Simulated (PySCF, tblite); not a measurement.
# C₅H₈N radical: geometry, infrared bands and EPR parameters

Aim: predict the infrared bands and EPR parameters of C₅H₈N radical (`CC1=NC[CH]C1`).

Computed with tblite 0.8.0 and PySCF 2.14.0, with density-fitted response routines of our own, on a single molecule in the gas phase. Atoms count from 0, in the outputs and in this text.

### 1 Starting geometry

14 atoms, charge 0, multiplicity 2; geometry from: force field or distance geometry start.

Bonds of the start (Å): C0–C1 1.51, C1–N2 1.28, N2–C3 1.48, C3–C4 1.48, C4–C5 1.47, C5–C1 1.50, C0–H6 1.08, C0–H7 1.09, C0–H8 1.09, C3–H9 1.08, C3–H10 1.10, C4–H11 1.08, C5–H12 1.08, C5–H13 1.09.

### 2 Optimising the geometry with GFN2-xTB

Job settings and geometry (Å):

```
{"job": {"kind": "relax", "xc": "GFN2-xTB", "basis": "xTB"}, "charge": 0, "multiplicity": 2}
C      1.893700     0.491000     0.675800
C      0.464400     0.281600     0.233400
N     -0.444900     1.156700     0.473500
C     -1.700300     0.623600    -0.095600
C     -1.341300    -0.702400    -0.652100
C      0.091300    -0.986800    -0.473700
H      2.180000    -0.301200     1.359500
H      2.544900     0.477800    -0.195000
H      1.994300     1.455200     1.181700
H     -2.091600     1.283800    -0.856300
H     -2.450200     0.504900     0.702100
H     -2.044800    -1.362200    -1.146500
H      0.629400    -1.066500    -1.406900
H      0.274600    -1.856000     0.162900
```

The run is started by

```
> OMP_NUM_THREADS=1 python probes_run.py task.json out
```

This one command runs all jobs of the session in turn.

**Question.** This job is followed by: GFN2-xTB harmonic vibrations, gas phase; UKS B3LYP, pcH-1 on C H N, non-relativistic, mean-field spin-orbit, GIAO. Predict these results of the whole session: strongest single infrared mode (GFN2-xTB); zero-point energy (GFN2-xTB); g(iso) (B3LYP); ⟨S²⟩; largest a(iso) (averaged by class); potential on the surface of density 0.002 e/bohr³, 1st and 99th percentile.

As calculated:

| quantity | value |
| --- | --- |
| strongest single infrared mode (GFN2-xTB) | 2870 cm⁻¹, 99 km/mol |
| zero-point energy (GFN2-xTB) | 72.0 kcal/mol |
| g(iso) (B3LYP) | 2.00263 |
| ⟨S²⟩ | 0.754 (exact 0.75) |
| largest a(iso) (averaged by class) | 1H on H12, H13, 122.0 MHz |
| potential on the surface of density 0.002 e/bohr³, 1st and 99th percentile | -1.93 V and 0.81 V |

**Reading.** Relaxing lowered the energy by 0.132 eV in 22 steps; the close pair that moved most is N2–C3, from 1.478 to 1.445 Å. No mode is imaginary among the 36: a minimum at this level. The strongest single mode, at 2870 cm⁻¹, moves mainly H10 and H9. Unscaled tight-binding wavenumbers are off by several per cent, some by more. Its intensities can rank the bands wrongly. C4 carries the largest spin population, 1.02 e. The isotropic g lies 0.3 ppt above the free-electron value. The conformer search found further structures of the same energy, which may be mirror or relabelled copies of this one.
